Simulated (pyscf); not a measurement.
Single points on ωB97X-D3(BJ)/def2-SVP structures (PySCF, gas phase).

Estimate by transition-state theory (the high-pressure limit) the rate constant of F–CH(F)–CH(Cl)–Cl (SMILES FC(F)C(Cl)Cl) → Cl–CH₂–Cl (SMILES ClCCl) + F–C:–F (SMILES F[C]F) [singlet] (singlet surface; C–C, C–H broken, C–H formed) at 1200 K, with ωB97M-D3(BJ)/def2-TZVP energies (ideal gas, 1 atm, RRHO with modes under 100 cm⁻¹ raised to 100, one conformer, R ln 2 for rigid chiral ones; no tunnelling).

The electronic barrier is 91.3 kcal/mol and the thermal terms add -8.5, so ΔG‡ = 82.7 kcal/mol. With k_BT/h = 2.50e+13 s⁻¹ and RT = 2.385 kcal/mol, k = 2.1e-02 s⁻¹. Wigner's tunnelling factor for 1296i cm⁻¹ would be 1.10. A shift of 1 kcal/mol in the barrier changes k by a factor 1.5. The same reactants have a lower exit, to F–CH(F)–CH•–Cl + Cl• (no saddle counted: cutting one bond costs +79.5 kcal/mol at ωB97M-D3(BJ), against +91.3 kcal/mol here). One saddle was located; it need not be the lowest between these sides. One closed-shell reference is unstable to symmetry breaking; treat the single-reference values with care.
